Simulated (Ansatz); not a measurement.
C$_{3}$H$_{7}$NS, SMILES `CN(C)C=S`, relaxed with RKS PBE0-D4/def2-TZVP in the Gaussian-basis code of Ansatz from a PBE-D4/def2-SVP geometry. The force threshold is 0.005 eV/Å; the program also tests the step.

The species carries charge 0 and has multiplicity 1.

Start:

```xyz
12

C    -0.829   -0.292    1.043
N     0.074    0.130   -0.012
C     0.322   -0.824   -1.076
C     0.655    1.358   -0.013
S     0.486    2.568    1.103
H    -0.884    0.523    1.791
H    -0.457   -1.222    1.523
H    -1.843   -0.492    0.633
H     0.771   -1.760   -0.677
H     1.018   -0.386   -1.816
H    -0.623   -1.096   -1.596
H     1.310    1.493   -0.901
```

(1) By how much does the energy fall, and how many steps does the optimiser take? (Estimate.)

(2) Which bonds change most? (An estimate is asked.)

(3) Give the relaxed structure. (Best estimate.)

## Answers

(1) Ansatz gave: 1.44 kcal/mol, in 5 steps, 1 of them rejected.

(2) Ansatz gave: N2–C4 from 1.359 to 1.335 Å; C4–H12 from 1.112 to 1.092 Å; C1–H6 from 1.108 to 1.089 Å; C3–H9 from 1.112 to 1.095 Å.

(3) Ansatz gave: 
```xyz
12

C    -0.821   -0.290    1.034
N     0.076    0.134   -0.011
C     0.318   -0.816   -1.067
C     0.649    1.340   -0.015
S     0.490    2.546    1.083
H    -0.890    0.505    1.775
H    -0.445   -1.204    1.503
H    -1.814   -0.493    0.620
H     0.756   -1.735   -0.666
H     1.005   -0.389   -1.798
H    -0.617   -1.076   -1.573
H     1.294    1.478   -0.885
```
